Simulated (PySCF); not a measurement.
C₃H₅N₃.
Atom-mapped SMILES: `[CH3:1][n:2]1[cH:3][n:4][n:5][cH:6]1` (hydrogens: H7, H8, H9 on C1; H10 on C3; H11 on C6)

The closed-shell ground state was solved at several levels (PySCF, density fitting, gas phase, non-relativistic). Geometry: PBE0-D3(BJ)/def2-SVP; no solvent, vibrations or thermal averaging.

| level | basis functions | HOMO (eV) | LUMO (eV) | gap (eV) | dipole (D) |
| --- | --- | --- | --- | --- | --- |
| wB97X-D/pcSseg-2 | 286 | -9.24 | 1.83 | 11.07 | 6.34 |
| LC-wPBE/pcSseg-2 | 286 | -10.13 | 1.87 | 12.00 | 6.43 |
| B97-2/pcSseg-2 | 286 | -7.02 | 0.02 | 7.04 | 6.21 |
| CAM-B3LYP/pcSseg-2 | 286 | -8.78 | 0.77 | 9.55 | 6.38 |

(1) What might BHandHLYP/pcSseg-2 (286 basis functions) give for the same quantities?

(2) Over all these levels, which gives the widest orbital gap and which the narrowest?

(3) How far do the dipole and the HOMO energy spread over the levels?

Answers

(1) HOMO -8.53 eV, LUMO 0.60 eV, gap 9.13 eV, dipole 6.38 D.

(2) LC-wPBE/pcSseg-2 (range-separated hybrid) has the widest, 12.00 eV, and B97-2/pcSseg-2 (global hybrid, 21 % exact exchange) the narrowest, 7.04 eV. From the narrowest to the widest the HOMO moves by -3.11 eV and the LUMO by +1.85 eV.

(3) The dipole runs from 6.21 to 6.43 D (mean 6.35 D) and the HOMO from -10.13 to -7.02 eV.
